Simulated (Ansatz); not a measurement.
AlH, SMILES `[AlH]`, relaxed with RKS PBE0-D4/def2-TZVP in Ansatz from a PBE-D4/def2-SVP geometry. The force threshold is 0.005 eV/Å; the program also tests the step.

Charge 0, multiplicity 1.

Start:

```xyz
2

Al    0.136    0.831    0.007
H    -0.136   -0.831   -0.007
```

Q: By how much does the energy fall, and how many steps does the optimiser take? (An estimate is asked.)

A: Ansatz gave: 0.19 kJ/mol, in 2 steps.

Q: Which bonds change most? (Best estimate.)

A: Ansatz gave: Al1–H2 from 1.685 to 1.665 Å.

Q: Give the relaxed structure. (An estimate is asked.)

A: The calculation gave: 
```xyz
2

Al    0.135    0.821    0.007
H    -0.135   -0.821   -0.007
```
